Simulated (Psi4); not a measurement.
**Two attempts at [BH3]− (SMILES [BH3-])**

Wanted: the charge distribution of [BH3]−, UMVS/6-311++G(2d,2p) (Cholesky decomposition).

The calculation is run with Psi4 1.11.

6 further runs of the same task are left out: 4 that didn't finish, 2 set aside as unsound or not needed.

### Step 1. The system as given

[BH3]− has 4 atoms, charge -1, and is taken as a doublet. As SMILES, `[BH3-]`. Geometry: relaxed at GFN2-xTB.

Bond lengths: B1–H2 1.254 Å, B1–H3 1.254 Å, B1–H4 1.254 Å. Angles: H2–B1–H3 111.5°, H2–B1–H4 111.5°, H3–B1–H4 111.5°.

### Step 2. Try one

Input file input.inp:

```
memory 1600 MB

molecule geom {
  -1 3
  B
  H 1 1.25351
  H 1 1.253579 2 111.51224
  H 1 1.25401 2 111.527 3 125.32625
}

set {
  basis 6-311++G(2d,2p)
  reference uks
  scf_type cd
}

result, w = energy("mvs", return_wfn=True)
oeprop(w, "MBIS_CHARGES", "MAYER_INDICES")
```

Started as:

```sh
$ psi4 -i input.inp -o input.out -n 1
```

input.out:

```text
Psi4 1.11 release

qcelemental.exceptions.ValidationError: Inconsistent or unspecified chg/mult: sys chg: None, frag chg: [-1.0], sys mult: None, frag mult: [3]

Printing out the relevant lines from the Psithon --> Python processed input file:
    from psi4.driver.wrapper_database import database, db, DB_RGT, DB_RXN
    from psi4.driver.wrapper_autofrag import auto_fragments
    psi4_io = core.IOManager.shared_object()
    core.set_memory_bytes(1600000000)

--> geom = geometry("""
      -1 3
      B
      H 1 1.25351
      H 1 1.253579 2 111.51224
      H 1 1.25401 2 111.527 3 125.32625

!----------------------------------------------------------------------------------!
!                                                                                  !
!  Inconsistent or unspecified chg/mult: sys chg: None, frag chg: [-1.0], sys      !
!     mult: None, frag mult: [3]                                                   !
!                                                                                  !
!----------------------------------------------------------------------------------!

    Psi4 run time: 0:00:00.00
```

Wall time 0.72 s (1 thread of INTEL XEON PLATINUM 8581C at 2.30GHz (Emerald Rapids), shared host); peak memory 0.13 GiB.

### Step 3. What went wrong

The program refused the input.

The log says `qcelemental.exceptions.ValidationError: Inconsistent or unspecified chg/mult: sys chg: None, frag chg: [-1.0], sys mult: None, frag mult: [3]`. Cause: the spin state typed doesn't suit the molecule. To mend it: multiplicity 2 in place of 3.

### Step 4. Try two

Input file bh3.in:

```
memory 1600 MB

molecule geom {
  -1 2
  B
  H 1 1.25351
  H 1 1.253579 2 111.51224
  H 1 1.25401 2 111.527 3 125.32625
  units angstrom
}

set {
  basis     6-311++G(2d,2p)
  reference uks
  scf_type  cd
}

E, wfn = energy("mvs", return_wfn=True)
oeprop(wfn, "MBIS_CHARGES", "MAYER_INDICES")
```

Started as:

```sh
$ psi4 -n 1 bh3.in bh3.out
```

bh3.out:

```text
[...]
  Running in c1 symmetry.
[...]
  Nuclear repulsion =    7.097351901214964
[...]
  Multiplicity = 2
[...]
  Nalpha       = 5
  Nbeta        = 4
[...]
    Number of basis functions: 57
[...]
   @UKS iter   1:   -26.38811478434959   -3.71403e-01   8.66585e-03 DIIS/ADIIS
[...]
   @UKS iter   8:   -26.59093018909983   -2.12690e-07   8.90854e-07 DIIS
[...]
   @S^2 Observed:                7.566385030E-01
[...]
    Orbital Energies [Eh]
    ---------------------
    Alpha Occupied:
       1A     -6.385156     2A     -0.247402     3A     -0.061445
       4A     -0.061375     5A      0.071831
    Alpha Virtual:
       6A      0.179246     7A      0.203419     8A      0.203626
       9A      0.208577    10A      0.227019    11A      0.227074
      12A      0.230005    13A      0.382157    14A      0.382335
      15A      0.390540    16A      0.571005    17A      0.571262
      18A      0.600853    19A      0.606111    20A      0.606228
      21A      0.636572    22A      0.758190    23A      0.758441
      24A      0.839302    25A      0.859003    26A      1.037860
[...]
  @UKS Final Energy:   -26.59093018909983
   => Energetics <=
    Nuclear Repulsion Energy =              7.0973519012149637
    One-Electron Energy =                 -50.5953605888035867
    Two-Electron Energy =                  22.1710105960310031
    DFT Exchange-Correlation Energy =      -5.2639320975422104
    Empirical Dispersion Energy =           0.0000000000000000
    VV10 Nonlocal Energy =                  0.0000000000000000
    Total Energy =                        -26.5909301890998293
[...]
 Multipole Moments:
 ------------------------------------------------------------------------------------
     Multipole            Electronic (a.u.)      Nuclear  (a.u.)        Total (a.u.)
 ------------------------------------------------------------------------------------
 L = 1.  Multiply by 2.5417464519 to convert [e a0] to [Debye]
 Dipole X            :         -0.4113550            0.7651793            0.3538244
 Dipole Y            :         -0.2130046            0.3953353            0.1823306
 Dipole Z            :         -0.1446443            0.2682677            0.1236234
 Magnitude           :                                                    0.4167960
[...]
```

Wall time 5.4 s (1 thread of INTEL XEON PLATINUM 8581C at 2.30GHz (Emerald Rapids), shared host); peak memory 0.57 GiB.

Atomic charges (e):

```csv
atom,MBIS
B1,-0.854
H2,-0.049
H3,-0.049
H4,-0.049
```

### Step 5. Summary of results

Level: UMVS/6-311++G(2d,2p) (Cholesky decomposition).

| quantity | value |
| --- | --- |
| total energy | -26.59093 Eh |
| HOMO energy (highest over α and β) | 1.95 eV |
| LUMO energy (lowest over α and β) | 4.84 eV |
| ⟨S²⟩ | 0.757 |

**Reading.** The HOMO lies at positive energy, 1.95 eV, as semi-local functionals often give for anions; only total energies tell whether the electron is bound.
